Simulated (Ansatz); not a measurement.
How far each method lies from full CI for HNAl, doublet

Geometry: a PBE0/def2-TZVP stationary point for this spin, not checked as a minimum.

```xyz
3

Al    0.0000    0.0327    0.6365
N     0.0000   -0.1067   -1.0953
H     0.0000    0.6075   -1.8184
```

Basis 6-31G; Ansatz 0.2.0. Correlated methods freeze the noble-gas cores, which leaves 9 electrons in 18 orbitals. R marks a restricted (for open shells ROHF) determinant, U an unrestricted one. Active spaces: valence = (9e, 9o) chosen from the atoms' valence shells; pair = (3e, 3o) about the gap.

Full CI is exact within this basis and frozen core; it isn't the basis-set limit. The frozen core follows each run's orbitals, which can shift R against U totals by a few meV.

Unrestricted rows (U) aren't spin-pure: their determinants' ⟨S²⟩ exceeds S(S+1) by up to 0.17, so they mix in states of higher spin. HF rows are the lowest solutions found. Coupled cluster chose its determinant by trial CCSD, here up to 0.04 eV above the lowest Hartree–Fock solution of its kind, and MP2 stands on that determinant too. For open shells CISD is restricted-active-space CI with the open shells as a complete middle space.

```
UHF ⟨S²⟩                          : 0.921
T1 diagnostic (RCCSD)             : 0.1158
largest doubles amplitude (RCCSD) : 0.109
T1 diagnostic (UCCSD)             : 0.0809
```

```csv
level,E − E(full CI) (kcal/mol),share of correlation (%),wall time
RHF†,95.58,–,–
UHF,92.77,3.88,–
RMP2,24.38,74.74,–
UMP2,22.80,76.37,–
CISD†,17.37,–,0.78 s
RCCSD,4.35,95.49,–
UCCSD,4.42,95.42,–
RCCSD(T),1.59,98.35,1.8 s
UCCSD(T),1.69,98.25,2.5 s
BCCD(T),1.46,98.48,2.1 s
RCCSDT,0.52,99.47,–
UCCSDT,0.50,99.48,–
RCCSDT(Q),-0.18,100.19,5.5 s
UCCSDT(Q),-0.17,100.18,6 s
RCCSDTQ,0.03,99.97,48 s
CASSCF (valence space),28.92,70.04,–
NEVPT2 (valence space),11.09,88.51,3.6 s
MRCISD (valence space),4.08,95.78,–
MRCISD+Q (valence space),3.40,96.47,5 s
```

A dagger marks rows that describe another state than the reference (another or a broken symmetry, a higher spin or other natural occupations), so the difference isn't the method's error.

The correlation energy at full CI, counted from the determinant under the R cluster runs, is -4.185 eV. That run took 5.3 min on 1 thread of Arm Neoverse V1, shared host over 13,106,016 determinants.

Run but not shown, since their state or frozen core can't be matched to the reference's or they repeat it: CASSCF (pair space), NEVPT2 (pair space), MRCISD (pair space), MRCISD+Q (pair space).

Times hold each run's SCF and search for its determinant on a shared host, so for small cases they say little of a method's own cost; they ran on 1 thread of Arm Neoverse V1.

Not variational, and here over 5 meV under the exact energy: RCCSDT(Q), UCCSDT(Q).

The full-CI state has the irrep A' of Cs, in the program's axes.

Natural occupations of full CI about the gap: 1.980 1.963 1.913 1.853 1.029 0.090 0.079 0.030 0.026 0.011; effectively unpaired electrons, Σ n²(2−n)², 1.17.
